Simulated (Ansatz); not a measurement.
# Relaxing Cr₂W

All numbers below come from DFT PBE, scalar-relativistic, plane waves, PAW (Ansatz 0.2.0). Cutoff 420 eV, Γ-centred k mesh, Gaussian smearing, no spin polarisation in the final step.

The start puts Cr₂W on the AlB2 structure type (P6/mmm, No. 191), with W in place of Al, Cr in place of B, at a guessed volume.

```
CELL_PARAMETERS angstrom
3.40764 0.00000 0.00000
-1.70382 2.95111 0.00000
0.00000 0.00000 3.67935
ATOMIC_POSITIONS crystal
Cr 0.33333 0.66667 0.50000
Cr 0.66667 0.33333 0.50000
W 0.00000 0.00000 0.00000
```

Cell and atoms relax at zero pressure; the relaxation can't lower the symmetry of the start. After a coarse first stage the cell is made exact in the group found at 0.06 Å.

Energies over the elements count from the elements' standard structures at the same level, with no empirical corrections.

(1) Describe the relaxed structure.

(2) What are its volume, energy, density and gap?

Results:

(1) It keeps P6/mmm (No. 191), but not the shape of the type it started on. Conventional cell: a = 4.371 Å, c = 2.461 Å. Cr is coordinated by 5 Cr at 2.46–2.52 Å and 6 W at 2.81 Å; W has 2 W at 2.46 Å and 12 Cr at 2.81 Å.

```
Cr W
1.0
     4.37090    0.00000    0.00000
    -2.18545    3.78531    0.00000
     0.00000    0.00000    2.46085
Cr W
2 1
Cartesian
  0.0000 2.5235 1.2304
  2.1855 1.2618 1.2304
  0.0000 0.0000 0.0000
```

(2) The volume per atom is 13.57 Å³ and the density is 11.74 g/cm³. The energy over the elements is 0.46 eV/atom and the gap on the 12×12×18 mesh is 0 eV (a metal).

The final run used a 12×12×18 mesh on its 3-atom cell and 0.10 eV smearing. For metals, differences of a few meV/atom aren't resolved. Spin–orbit coupling is left out. A structure relaxed within its symmetry needn't be a true minimum. The steps took of the order of 60 core-seconds in all.

Cost: 3 runs of about 0.93 core-minutes in all, on Intel Xeon 6975P-C (Granite Rapids) (shared hosts).